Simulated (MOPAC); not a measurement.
MOPAC input (PM6):

```
PM6 PRECISE GNORM=0.05 LET XYZ GEO-OK AUX(PRECISION=9) THREADS=1
CH2O

O    -0.00091616 1   -0.01015443 1    0.67280603 1
C     0.00071614 1    0.00793741 1   -0.52591197 1
H    -0.00265489 1    0.95544190 1   -1.09932737 1
H     0.00568738 1   -0.92183092 1   -1.12764904 1
```

Question: What heat of formation does the run end on?

Answer: -20.70 kcal/mol.
